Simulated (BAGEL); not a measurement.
# C2H4NO (SMILES CN[C]=O): UHF/6-31G(d) (density fitting with qzvpp-jkfit, spherical functions)

Aim: the vertical ionisation energy of C2H4NO at UHF/6-31G* (density fitting with qzvpp-jkfit, spherical functions), from 2 runs. 

The calculation is run with BAGEL 1.2.2.

**1. The molecule**

C2H4NO has 8 atoms, charge 0, and is taken as a doublet. As SMILES, `CN[C]=O`. The coordinates come from a GFN2-xTB relaxation.

Bond lengths: C1–N2 1.470 Å, N2–C3 1.315 Å, C3–O4 1.204 Å, C1–H5 1.090 Å, C1–H6 1.086 Å, C1–H7 1.090 Å, N2–H8 1.007 Å. Angles: C1–N2–C3 124.5°, N2–C3–O4 133.2°, C1–N2–H8 116.8°, C3–N2–H8 118.6°, N2–C1–H5 109.8°, N2–C1–H6 109.2°, N2–C1–H7 109.8°, H5–C1–H6 109.7°, H5–C1–H7 108.6°, H6–C1–H7 109.7°.

**2. A single-point energy at UHF/6-31G(d) (density fitting with qzvpp-jkfit, spherical functions)**

The input, input.json:

```json
{ "bagel": [

{
  "title": "molecule",
  "basis": "6-31gs.json",
  "df_basis": "qzvpp-jkfit",
  "angstrom": true,
  "geometry": [
    { "atom": "C", "xyz": [      -0.399200,       0.759010,      -0.114740 ] },
    { "atom": "N", "xyz": [      -0.066500,      -0.542640,       0.482160 ] },
    { "atom": "C", "xyz": [       0.865130,      -1.353010,       0.030420 ] },
    { "atom": "O", "xyz": [       1.635930,      -1.289240,      -0.891920 ] },
    { "atom": "H", "xyz": [      -0.716070,       0.621210,      -1.148900 ] },
    { "atom": "H", "xyz": [      -1.200610,       1.219880,       0.455140 ] },
    { "atom": "H", "xyz": [       0.478620,       1.405520,      -0.103530 ] },
    { "atom": "H", "xyz": [      -0.597310,      -0.820720,       1.291370 ] }
  ]
},

{ "title": "uhf", "nopen": 1 },

{ "title": "print", "file": "orbitals.molden", "orbitals": true }

]}
```

The basis set 6-31G* is read from a file made from the Basis Set Exchange's data (not shown).

Run with:

```bash
$ BAGEL_NUM_THREADS=1 BAGEL input.json > input.out
```

What it wrote:

```text
* using 1 threads per process

  ===============================================================
  ===============================================================

  *** Geometry ***

  { "atom" : "C", "xyz" : [     -0.754379,      1.434321,     -0.216827 ] },
  { "atom" : "N", "xyz" : [     -0.125667,     -1.025441,      0.911150 ] },
  { "atom" : "C", "xyz" : [      1.634859,     -2.556818,      0.057485 ] },
  { "atom" : "O", "xyz" : [      3.091460,     -2.436311,     -1.685485 ] },
  { "atom" : "H", "xyz" : [     -1.353176,      1.173917,     -2.171106 ] },
  { "atom" : "H", "xyz" : [     -2.268824,      2.305239,      0.860090 ] },
  { "atom" : "H", "xyz" : [      0.904461,      2.656048,     -0.195643 ] },
  { "atom" : "H", "xyz" : [     -1.128752,     -1.550936,      2.440336 ] },

  Number of auxiliary basis functions:      376

  Since a DF basis is specified, we compute 2- and 3-index integrals:
    o Being stored without compression. Storage requirement is 0.012 GB

  Number of basis functions:       64
  Number of electrons      :       31

    * METHOD: MOLECULE                             0.16

  *** Open-shell HF ***

  === Nuclear Repulsion ===
   112.8633448978

      * DIIS with orbital gradients will be used.

  === UHF iteration (6-31gs.json) ===
      0       -207.13236351          0.04690201           0.05
      1       -207.25251278          0.03378908           0.06
      2       -207.28898166          0.02508864           0.05
      3       -207.33198363          0.00188791           0.05
      4       -207.33262044          0.00090259           0.05
      5       -207.33281068          0.00020217           0.06
      6       -207.33284462          0.00007655           0.06
      7       -207.33285218          0.00003349           0.05
      8       -207.33285389          0.00001741           0.05
      9       -207.33285433          0.00001466           0.05
     10       -207.33285461          0.00000798           0.05
     11       -207.33285471          0.00000367           0.05
     12       -207.33285473          0.00000218           0.06
     13       -207.33285475          0.00000097           0.05
     14       -207.33285475          0.00000050           0.05
     15       -207.33285475          0.00000026           0.05
     16       -207.33285476          0.00000015           0.05
     17       -207.33285476          0.00000012           0.05
     18       -207.33285476          0.00000008           0.05
     19       -207.33285476          0.00000006           0.05
     20       -207.33285476          0.00000004           0.05
     21       -207.33285476          0.00000002           0.05
     22       -207.33285476          0.00000001           0.05
     23       -207.33285476          0.00000001           0.05
    * SCF iteration converged.

    * S^2 (UHF) is 0.7609

    * Permanent dipole moment:
           (    1.297138,    -0.733680,    -0.922393) a.u.

    * METHOD: UHF                                  1.33

    * METHOD: PRINT                                0.02

  ===============================================================
```

Wall time 1.8 s (1 thread of AMD EPYC 7B13 (Zen 3), shared host); peak memory 0.079 GiB.

**3. The singlet cation, same level**

The input, job.json:

```json
{ "bagel" : [

{
  "title" : "molecule",
  "basis" : "6-31gs.json",
  "df_basis" : "qzvpp-jkfit",
  "angstrom" : true,
  "geometry" : [
    { "atom" : "C", "xyz" : [   -0.399200,    0.759010,   -0.114740 ] },
    { "atom" : "N", "xyz" : [   -0.066500,   -0.542640,    0.482160 ] },
    { "atom" : "C", "xyz" : [    0.865130,   -1.353010,    0.030420 ] },
    { "atom" : "O", "xyz" : [    1.635930,   -1.289240,   -0.891920 ] },
    { "atom" : "H", "xyz" : [   -0.716070,    0.621210,   -1.148900 ] },
    { "atom" : "H", "xyz" : [   -1.200610,    1.219880,    0.455140 ] },
    { "atom" : "H", "xyz" : [    0.478620,    1.405520,   -0.103530 ] },
    { "atom" : "H", "xyz" : [   -0.597310,   -0.820720,    1.291370 ] }
  ]
},
{
  "title" : "hf",
  "charge" : 1
},
{
  "title" : "print",
  "file" : "orbitals.molden",
  "orbitals" : true
}

]}
```

The basis set 6-31G* is read from a file made from the Basis Set Exchange's data (not shown).

Run with:

```bash
$ BAGEL_NUM_THREADS=1 BAGEL job.json > job.out
```

What it wrote:

```text
* using 1 threads per process

  ===============================================================
  ===============================================================

  *** Geometry ***

  { "atom" : "C", "xyz" : [     -0.754379,      1.434321,     -0.216827 ] },
  { "atom" : "N", "xyz" : [     -0.125667,     -1.025441,      0.911150 ] },
  { "atom" : "C", "xyz" : [      1.634859,     -2.556818,      0.057485 ] },
  { "atom" : "O", "xyz" : [      3.091460,     -2.436311,     -1.685485 ] },
  { "atom" : "H", "xyz" : [     -1.353176,      1.173917,     -2.171106 ] },
  { "atom" : "H", "xyz" : [     -2.268824,      2.305239,      0.860090 ] },
  { "atom" : "H", "xyz" : [      0.904461,      2.656048,     -0.195643 ] },
  { "atom" : "H", "xyz" : [     -1.128752,     -1.550936,      2.440336 ] },

  Number of auxiliary basis functions:      376

  Since a DF basis is specified, we compute 2- and 3-index integrals:
    o Being stored without compression. Storage requirement is 0.012 GB

  Number of basis functions:       64
  Number of electrons      :       31

    * METHOD: MOLECULE                             0.13

  *** RHF ***

  === Nuclear Repulsion ===
   112.8633448978

      * DIIS with orbital gradients will be used.

  === RHF iteration (6-31gs.json) ===
      0       -206.81001107          0.02785884           0.03
      1       -206.85063066          0.02792185           0.02
      2       -207.02182589          0.00330099           0.02
      3       -207.02534820          0.00170201           0.02
      4       -207.02646805          0.00053397           0.02
      5       -207.02681142          0.00029033           0.02
      6       -207.02694855          0.00008610           0.02
      7       -207.02695764          0.00002228           0.02
      8       -207.02695804          0.00000750           0.02
      9       -207.02695808          0.00000421           0.02
     10       -207.02695809          0.00000158           0.02
     11       -207.02695809          0.00000057           0.02
     12       -207.02695809          0.00000033           0.02
     13       -207.02695809          0.00000016           0.02
     14       -207.02695809          0.00000006           0.02
     15       -207.02695809          0.00000003           0.02
     16       -207.02695809          0.00000001           0.02
     17       -207.02695809          0.00000000           0.02
    * SCF iteration converged.

    * Permanent dipole moment:
           (    0.776049,     0.136449,    -0.981558) a.u.

    * METHOD: HF                                   0.53

    * METHOD: PRINT                                0.02

  ===============================================================
```

Run time: 0.97 s. Hardware: 1 thread of AMD EPYC 7B13 (Zen 3), shared host; peak memory 0.079 GiB.

**4. What came out**

Level: UHF/6-31G* (density fitting with qzvpp-jkfit, spherical functions).

```
                                          quantity          value
                      doublet C2H4NO: total energy  -207.33285 Eh
                     doublet C2H4NO: dipole moment         4.45 D
                              doublet C2H4NO: ⟨S²⟩          0.761
                      singlet cation: total energy  -207.02696 Eh
                       singlet cation: HOMO energy      -18.85 eV
                       singlet cation: LUMO energy       -6.70 eV
                     singlet cation: HOMO–LUMO gap       12.15 eV
vertical ionisation energy (to the singlet cation)       8.324 eV
```

What this shows: The vertical ionisation energy comes to 8.32 eV (803 kJ/mol). Only the singlet of the ionised species was computed; a triplet could lie lower.
